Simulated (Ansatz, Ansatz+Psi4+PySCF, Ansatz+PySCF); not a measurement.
```yaml
atoms:
  - { symbol: N, position_ang: [0.0000, 0.0000, 0.1165] }
  - { symbol: H, position_ang: [0.0000, 0.9397, -0.2718] }
  - { symbol: H, position_ang: [0.8138, -0.4699, -0.2718] }
  - { symbol: H, position_ang: [-0.8138, -0.4699, -0.2718] }
```

Basis set: cc-pVTZ (spherical functions). Left uncorrelated: 1 orbital. Charge 0, multiplicity 1.

Computed with Ansatz (development build ahead of 0.2.0); free ground-state atoms in the same class of orbitals, no zero-point energy, no relativity.

The atomization energy of singlet NH₃ from measured heats of formation, zero-point and thermal terms removed is 12.922 eV (G2/97 set, Curtiss et al., J. Chem. Phys. 106, 1063 (1997), as shipped with ASE); it holds spin-orbit and other relativistic effects.

(1) How far do RHF-CCSD(T), UHF-MP2, RHF-MP2, UHF miss it in this basis?

Answers

(1)

```
     method  atomization energy (eV)  computed − measured (eV)
RHF-CCSD(T)                   12.494                    -0.428
    UHF-MP2                   12.432                    -0.490
    RHF-MP2                   12.442                    -0.480
        UHF                    8.636                    -4.286
```
